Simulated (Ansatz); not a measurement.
For rock-salt MgO, BLYP in Ansatz (plane waves, PAW) gives:

```
Item                                  Result
------------------------------  ------------
lattice parameter a                  4.274 Å
bulk modulus                         146 GPa
cohesive energy                 4.73 eV/atom
band gap at the measured cell        5.06 eV
TO(Γ) frequency                     346 cm⁻¹
elastic constant C11                 250 GPa
elastic constant C44                 144 GPa
Voigt–Reuss–Hill shear modulus       113 GPa
```

### Question
What does B3LYP (VWN-RPA form) in Ansatz (PAW) give for the same quantities?

### Answer

- lattice constant a: 4.223 Å (drops by 1.2 %)
- bulk modulus: 161 GPa (increases by 10 %)
- cohesive energy: 4.79 eV/atom (grows by 0.06 eV/atom)
- band gap at the measured cell: 7.04 eV (increases by 1.98 eV)
- zone-centre TO phonon frequency: 372 cm⁻¹ (goes up by 7.5 %)
- elastic constant C11: 285 GPa (goes up by 14 %)
- elastic constant C44: 156 GPa (goes up by 8.3 %)
- Voigt–Reuss–Hill shear modulus: 126 GPa (rises by 12 %)

For comparison: lattice constant a 4.189 Å (measured, static lattice: zero-point anharmonic expansion removed; as tabulated in Mejia-Rodriguez and Trickey (2018), arXiv:1807.09216); bulk modulus 170 GPa (measured, 0 K value with the zero-point phonon effect removed; as tabulated in Mejia-Rodriguez and Trickey (2018), arXiv:1807.09216); cohesive energy 5.2 eV/atom (measured, static lattice: zero-point vibration energy added, our sources range from 5.19 to 5.27; as tabulated in Mejia-Rodriguez and Trickey (2018), arXiv:1807.09216); band gap 8.36 eV (measured, zero-point renormalisation of 0.53 eV added back here (the table's ZPR column); inputs from Chen et al. (2018), doi:10.1103/physrevmaterials.2.073803); zone-centre TO phonon frequency 396 cm⁻¹ (measured, temperature not stated, not corrected to a static lattice; as tabulated in He et al. (2014), arXiv:1309.4805); elastic constant C11 306 GPa (measured, temperature not stated, not corrected to a static lattice, our sources range from 298 to 306; as tabulated in Råsander and Moram (2015), arXiv:1505.02379); elastic constant C44 157 GPa (measured, temperature not stated, not corrected to a static lattice; as tabulated in Råsander and Moram (2015), arXiv:1505.02379).

Changes are worked out from the printed values.

Unless a cell is named, each level is at its own relaxed cell (BLYP 9.76, B3LYP (VWN-RPA form) 9.42 Å³/atom).

Density-functional gaps are differences of (generalised) Kohn–Sham levels.

Ansatz's density-functional and Hartree–Fock values are scalar-relativistic unless marked +SOC, with PAW data made under PBE.

Ansatz is a program for electronic structure.
